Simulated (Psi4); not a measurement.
Process, species as SMILES: [SiH4] (SiH4) → [SiH3-] + H+
B3LYP-D3(BJ)/def2-TZVP geometries, fixed; electronic energies without zero-point terms.

Basis-set convergence of the deprotonation energy at MP2 with Psi4. All functions are spherical. Density fitting with the program's default auxiliary sets. Cores are frozen. Psi4's default fitting sets serve the pcseg sets less well. No added dispersion term, no relativity. Functions are those of the species that has most. Reference: Hartree-Fock in aug-cc-pV(Q+d)Z plus the correlation part extrapolated as X^-3 from aug-cc-pV(T+d)Z and aug-cc-pV(Q+d)Z, 380.19 kcal/mol, itself unsure by roughly 0.17 kcal/mol (a third of the extrapolation step and of the last Hartree-Fock step). Deviations are taken from unrounded values.

```json
[
 {"basis": "pcseg-0", "functions": "21"},
 {"basis": "pcseg-1", "functions": "38"},
 {"basis": "aug-pcseg-1", "functions": "63"},
 {"basis": "pcseg-2", "functions": "90"},
 {"basis": "aug-pcseg-2", "functions": "142"},
 {"basis": "pcseg-3", "functions": "196"},
 {"basis": "aug-pcseg-3", "functions": "285"}
]
```

Question: Which is the smallest pcseg set listed that can be trusted to 2 kcal/mol here, that is, within that of the reference together with its larger relatives (same family, alike in diffuse functions; a set with none to test it counts only in the reference's own line)?

Answer: The smallest set listed that lies within 2 kcal/mol of the reference with all its larger relatives (same family, alike in diffuse functions; a set with none counts only in the reference's own line) is aug-pcseg-1 (63 functions, 0.47 kcal/mol off). Inside, with no larger relative to test it: pcseg-3. Value minus reference: pcseg-0 -4.39, pcseg-1 6.12, aug-pcseg-1 0.47, pcseg-2 6.29, aug-pcseg-2 1.31, pcseg-3 1.62, aug-pcseg-3 0.56 kcal/mol.
